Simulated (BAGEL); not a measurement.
# [AlSiNH7]− (SMILES [AlH3-][NH][SiH3]): levels of theory compared

Aim: a comparison of 4 runs (B3LYP/6-31G*, B3LYP/cc-pVDZ, PBE0/cc-pVDZ, RI-MP2/cc-pVDZ) of [AlSiNH7]−. 

The results are computed with BAGEL 1.2.2.

1 further run of the same task is left out (it didn't finish). Runs told in other sessions of the task aren't counted.

### 1 The molecule

The species is [AlSiNH7]− (10 atoms), meant as a singlet with charge -1. As SMILES, `[AlH3-][NH][SiH3]`. Geometry: a GFN2-xTB relaxation, a rough one for these elements and not checked as a minimum.

Bond lengths: Al1–N2 1.881 Å, N2–Si3 1.696 Å, Al1–H4 1.609 Å, Al1–H5 1.623 Å, Al1–H6 1.614 Å, N2–H7 1.014 Å, Si3–H8 1.471 Å, Si3–H9 1.486 Å, Si3–H10 1.487 Å. Some angles: Al1–N2–Si3 140.3°, Al1–N2–H7 106.8°, Si3–N2–H7 112.5°, N2–Al1–H4 109.9°, N2–Al1–H5 104.3°, N2–Al1–H6 109.3°, N2–Si3–H8 112.4°, N2–Si3–H9 115.8°, N2–Si3–H10 110.1°, H4–Al1–H5 111.6°.

### 2 A single-point energy at B3LYP/6-31G(d) (density fitting with qzvpp-jkfit, spherical functions) (run 1)

File dft.json:

```json
{ "bagel": [

{
  "title": "molecule",
  "basis": "6-31gs.json",
  "df_basis": "qzvpp-jkfit",
  "angstrom": true,
  "geometry": [
    { "atom": "Al", "xyz": [      -1.290600,       0.633170,      -0.950950 ] },
    { "atom": "N", "xyz": [       0.384440,       0.156670,      -0.239740 ] },
    { "atom": "Si", "xyz": [       1.052220,      -0.725850,       1.045060 ] },
    { "atom": "H", "xyz": [      -2.270840,      -0.643230,      -0.948820 ] },
    { "atom": "H", "xyz": [      -0.959990,       1.129480,      -2.459960 ] },
    { "atom": "H", "xyz": [      -1.915640,       1.842370,      -0.082980 ] },
    { "atom": "H", "xyz": [       1.082020,       0.683210,      -0.753470 ] },
    { "atom": "H", "xyz": [       0.400700,      -2.032750,       1.225670 ] },
    { "atom": "H", "xyz": [       1.023410,      -0.057730,       2.372130 ] },
    { "atom": "H", "xyz": [       2.494280,      -0.985320,       0.793080 ] }
  ]
},

{ "title": "ks", "xc_func": "b3lyp", "charge": -1 },

{ "title": "print", "file": "orbitals.molden", "orbitals": true }

]}
```

The basis set 6-31G* is read from a file made from the Basis Set Exchange's data (not shown).

Launch:

```
$ BAGEL_NUM_THREADS=1 BAGEL dft.json > dft.out
```

The program printed:

```text
* using 1 threads per process

  ===============================================================
  ===============================================================

  *** Geometry ***

  { "atom" : "Al", "xyz" : [     -2.438881,      1.196518,     -1.797035 ] },
  { "atom" : "N", "xyz" : [      0.726486,      0.296063,     -0.453043 ] },
  { "atom" : "Si", "xyz" : [      1.988408,     -1.371658,      1.974877 ] },
  { "atom" : "H", "xyz" : [     -4.291266,     -1.215529,     -1.793010 ] },
  { "atom" : "H", "xyz" : [     -1.814118,      2.134408,     -4.648651 ] },
  { "atom" : "H", "xyz" : [     -3.620035,      3.481575,     -0.156809 ] },
  { "atom" : "H", "xyz" : [      2.044721,      1.291080,     -1.423852 ] },
  { "atom" : "H", "xyz" : [      0.757213,     -3.841341,      2.316181 ] },
  { "atom" : "H", "xyz" : [      1.933965,     -0.109094,      4.482676 ] },
  { "atom" : "H", "xyz" : [      4.713506,     -1.861985,      1.498704 ] },

  Number of auxiliary basis functions:      459

  Since a DF basis is specified, we compute 2- and 3-index integrals:
    o Being stored without compression. Storage requirement is 0.015 GB

  Number of basis functions:       64
  Number of electrons      :       41

    * METHOD: MOLECULE                             0.32

  *** Kohn-Sham DFT ***

    * Removing 16712 points whose weight is below 1.00e-10
    * Grid points: 132348

  === Nuclear Repulsion ===
   144.1827692941

       - DIIS with orbital gradients will be used.

  === KS iteration (b3lyp / 6-31gs.json) ===
      0       -560.48471645          0.16219053           0.49
      1       -559.78570093          0.09015826           0.47
      2       -506.42202633          0.18214139           0.47
      3       -575.18820415          0.11901259           0.47
      4       -578.52553679          0.09969611           0.47
      5       -580.29497381          0.09108410           0.47
      6       -580.08372666          0.09629000           0.47
      7       -555.27818503          0.12279694           0.47
      8       -590.65544258          0.02976681           0.47
      9       -590.53557150          0.03155356           0.47
     10       -590.93654478          0.00767359           0.47
     11       -590.94962864          0.00318182           0.47
     12       -590.95502084          0.00079888           0.47
     13       -590.95530213          0.00019576           0.47
     14       -590.95531862          0.00003293           0.47
     15       -590.95531908          0.00000377           0.47
     16       -590.95531909          0.00000152           0.47
     17       -590.95531909          0.00000089           0.47
     18       -590.95531909          0.00000016           0.47
     19       -590.95531909          0.00000003           0.47
     20       -590.95531909          0.00000001           0.47
    * SCF iteration converged.

    * Permanent dipole moment:
           (   -1.877809,     0.649913,    -1.013772) a.u.

    * METHOD: KS                                  10.81

    * METHOD: PRINT                                0.01

  ===============================================================
```

Run time: 11 s. Hardware: 1 thread of Arm Neoverse N1, shared host; peak memory 0.42 GiB.

### 3 The energy at B3LYP/cc-pVDZ (density fitting with qzvpp-jkfit) (run 2)

File job.json:

```json
{ "bagel": [

{
  "title": "molecule",
  "basis": "cc-pvdz.json",
  "df_basis": "qzvpp-jkfit",
  "angstrom": "true",
  "geometry": [
    { "atom": "Al", "xyz": [   -1.290600,    0.633170,   -0.950950 ] },
    { "atom": "N", "xyz": [    0.384440,    0.156670,   -0.239740 ] },
    { "atom": "Si", "xyz": [    1.052220,   -0.725850,    1.045060 ] },
    { "atom": "H", "xyz": [   -2.270840,   -0.643230,   -0.948820 ] },
    { "atom": "H", "xyz": [   -0.959990,    1.129480,   -2.459960 ] },
    { "atom": "H", "xyz": [   -1.915640,    1.842370,   -0.082980 ] },
    { "atom": "H", "xyz": [    1.082020,    0.683210,   -0.753470 ] },
    { "atom": "H", "xyz": [    0.400700,   -2.032750,    1.225670 ] },
    { "atom": "H", "xyz": [    1.023410,   -0.057730,    2.372130 ] },
    { "atom": "H", "xyz": [    2.494280,   -0.985320,    0.793080 ] }
  ]
},
{
  "title": "ks",
  "xc_func": "b3lyp",
  "charge": -1
},
{
  "title": "print",
  "file": "orbitals.molden",
  "orbitals": "true"
}

]}
```

The basis set cc-pVDZ is read from a file made from the Basis Set Exchange's data (not shown).

Launch:

```
$ BAGEL_NUM_THREADS=1 BAGEL job.json > job.out
```

The program printed:

```text
* using 1 threads per process

  ===============================================================
  ===============================================================

  *** Geometry ***

  { "atom" : "Al", "xyz" : [     -2.438881,      1.196518,     -1.797035 ] },
  { "atom" : "N", "xyz" : [      0.726486,      0.296063,     -0.453043 ] },
  { "atom" : "Si", "xyz" : [      1.988408,     -1.371658,      1.974877 ] },
  { "atom" : "H", "xyz" : [     -4.291266,     -1.215529,     -1.793010 ] },
  { "atom" : "H", "xyz" : [     -1.814118,      2.134408,     -4.648651 ] },
  { "atom" : "H", "xyz" : [     -3.620035,      3.481575,     -0.156809 ] },
  { "atom" : "H", "xyz" : [      2.044721,      1.291080,     -1.423852 ] },
  { "atom" : "H", "xyz" : [      0.757213,     -3.841341,      2.316181 ] },
  { "atom" : "H", "xyz" : [      1.933965,     -0.109094,      4.482676 ] },
  { "atom" : "H", "xyz" : [      4.713506,     -1.861985,      1.498704 ] },

  Number of auxiliary basis functions:      459

  Since a DF basis is specified, we compute 2- and 3-index integrals:
    o Being stored without compression. Storage requirement is 0.027 GB

  Number of basis functions:       85
  Number of electrons      :       41

    * METHOD: MOLECULE                             0.34

  *** Kohn-Sham DFT ***

    * Removing 16712 points whose weight is below 1.00e-10
    * Grid points: 132348

  === Nuclear Repulsion ===
   144.1827692941

       - DIIS with orbital gradients will be used.

  === KS iteration (b3lyp / cc-pvdz.json) ===
      0       -560.95160109          0.10196074           0.61
      1       -551.85368174          0.08657861           0.59
      2       -509.17374276          0.14002882           0.59
      3       -577.71549109          0.07634120           0.59
      4       -583.47415984          0.05358597           0.59
      5       -589.63826225          0.04436911           0.59
      6       -586.53017078          0.04862233           0.59
      7       -579.92619619          0.11750623           0.59
      8       -590.41147084          0.03163238           0.59
      9       -590.85709265          0.01347314           0.59
     10       -590.96839831          0.00536394           0.59
     11       -590.98713990          0.00116717           0.59
     12       -590.98805081          0.00036703           0.59
     13       -590.98812235          0.00003463           0.60
     14       -590.98812297          0.00000990           0.60
     15       -590.98812302          0.00000161           0.60
     16       -590.98812302          0.00000052           0.60
     17       -590.98812302          0.00000009           0.60
     18       -590.98812302          0.00000004           0.60
     19       -590.98812302          0.00000002           0.60
     20       -590.98812302          0.00000000           0.61
    * SCF iteration converged.

    * Permanent dipole moment:
           (   -1.847857,     0.648960,    -0.985338) a.u.

    * METHOD: KS                                  13.72

    * METHOD: PRINT                                0.02

  ===============================================================
```

It took 14 s on 1 thread of Arm Neoverse N1, shared host; peak memory 0.51 GiB.

Run 3 isn't shown in full; the table further down has it.

### 4 The energy at RI-MP2/cc-pVDZ (density fitting with qzvpp-jkfit) (run 4)

File calc.json:

```json
{ "bagel" : [

{
  "title" : "molecule",
  "basis" : "cc-pvdz.json",
  "df_basis" : "qzvpp-jkfit",
  "angstrom" : "true",
  "geometry" : [
    { "atom" : "Al", "xyz" : [      -1.290600,       0.633170,      -0.950950 ] },
    { "atom" : "N", "xyz" : [       0.384440,       0.156670,      -0.239740 ] },
    { "atom" : "Si", "xyz" : [       1.052220,      -0.725850,       1.045060 ] },
    { "atom" : "H", "xyz" : [      -2.270840,      -0.643230,      -0.948820 ] },
    { "atom" : "H", "xyz" : [      -0.959990,       1.129480,      -2.459960 ] },
    { "atom" : "H", "xyz" : [      -1.915640,       1.842370,      -0.082980 ] },
    { "atom" : "H", "xyz" : [       1.082020,       0.683210,      -0.753470 ] },
    { "atom" : "H", "xyz" : [       0.400700,      -2.032750,       1.225670 ] },
    { "atom" : "H", "xyz" : [       1.023410,      -0.057730,       2.372130 ] },
    { "atom" : "H", "xyz" : [       2.494280,      -0.985320,       0.793080 ] }
  ]
},

{ "title" : "hf", "charge" : -1 },

{ "title" : "mp2", "charge" : -1, "ncore" : 11 }

]}
```

The basis set cc-pVDZ is read from a file made from the Basis Set Exchange's data (not shown).

Launch:

```
$ BAGEL_NUM_THREADS=1 BAGEL calc.json > calc.out
```

The program printed:

```text
* using 1 threads per process

  ===============================================================
  ===============================================================

  *** Geometry ***

  { "atom" : "Al", "xyz" : [     -2.438881,      1.196518,     -1.797035 ] },
  { "atom" : "N", "xyz" : [      0.726486,      0.296063,     -0.453043 ] },
  { "atom" : "Si", "xyz" : [      1.988408,     -1.371658,      1.974877 ] },
  { "atom" : "H", "xyz" : [     -4.291266,     -1.215529,     -1.793010 ] },
  { "atom" : "H", "xyz" : [     -1.814118,      2.134408,     -4.648651 ] },
  { "atom" : "H", "xyz" : [     -3.620035,      3.481575,     -0.156809 ] },
  { "atom" : "H", "xyz" : [      2.044721,      1.291080,     -1.423852 ] },
  { "atom" : "H", "xyz" : [      0.757213,     -3.841341,      2.316181 ] },
  { "atom" : "H", "xyz" : [      1.933965,     -0.109094,      4.482676 ] },
  { "atom" : "H", "xyz" : [      4.713506,     -1.861985,      1.498704 ] },

  Number of auxiliary basis functions:      459

  Since a DF basis is specified, we compute 2- and 3-index integrals:
    o Being stored without compression. Storage requirement is 0.027 GB

  Number of basis functions:       85
  Number of electrons      :       41

    * METHOD: MOLECULE                             0.35

  *** RHF ***

  === Nuclear Repulsion ===
   144.1827692941

      * DIIS with orbital gradients will be used.

  === RHF iteration (cc-pvdz.json) ===
      0       -589.16897941          0.01787897           0.09
      1       -589.31243372          0.01369200           0.08
      2       -589.41936374          0.00137113           0.08
      3       -589.42113216          0.00022269           0.08
      4       -589.42117346          0.00006066           0.08
      5       -589.42117641          0.00001097           0.08
      6       -589.42117659          0.00000258           0.08
      7       -589.42117660          0.00000072           0.08
      8       -589.42117660          0.00000017           0.08
      9       -589.42117660          0.00000005           0.08
     10       -589.42117660          0.00000002           0.08
     11       -589.42117660          0.00000001           0.08
    * SCF iteration converged.

    * Permanent dipole moment:
           (   -1.914411,     0.682401,    -1.056110) a.u.

    * METHOD: HF                                   1.24

  *** RHF ***

  === Nuclear Repulsion ===
   144.1827692941

      * DIIS with orbital gradients will be used.

  === RHF iteration (cc-pvdz.json) ===
      0       -589.42117660          0.00000000           0.08
    * SCF iteration converged.

    * Permanent dipole moment:
           (   -1.914411,     0.682401,    -1.056110) a.u.

  === DF-MP2 calculation ===

    * freezing 11 orbitals
    * 3-index integral transformation done
    * assembly done

      MP2 correlation energy:   -0.3703966692      0.04

      MP2 total energy:       -589.7915732681

    * METHOD: MP2                                  0.23

  ===============================================================
```

It took 2 s on 1 thread of Arm Neoverse N1, shared host; peak memory 0.11 GiB.

### 5 All runs side by side

```csv
run,level,frozen core orbitals,energy (Eh),HOMO energy (eV),LUMO energy (eV),HOMO–LUMO gap (eV),wall time
1,"B3LYP/6-31G* (density fitting with qzvpp-jkfit, spherical functions)",–,-590.955319,-1.35,4.81,6.16,11 s
2,B3LYP/cc-pVDZ (density fitting with qzvpp-jkfit),–,-590.988123,-1.44,4.87,6.31,14 s
3,PBE0/cc-pVDZ (density fitting with qzvpp-jkfit),–,-590.626931,-1.68,5.05,6.73,13 s
4,RI-MP2/cc-pVDZ (density fitting with qzvpp-jkfit),11,-589.791573,–,–,–,2 s
```

### 6 Results

| quantity | value |
| --- | --- |
| run 4: total energy | -589.79157 Eh |
| run 4: correlation energy (11 core orbitals frozen) | -370.4 mEh |

What this shows: Over runs 1, 2, 3 the HOMO–LUMO gap runs from 6.16 eV (B3LYP/6-31G*) to 6.73 eV (PBE0/cc-pVDZ). The two ends differ in method and basis. The empty levels of an anion lie above zero and hang on the basis. Totals of different functionals can't be ranked against each other. All runs together took 41 s, the longest 14 s.
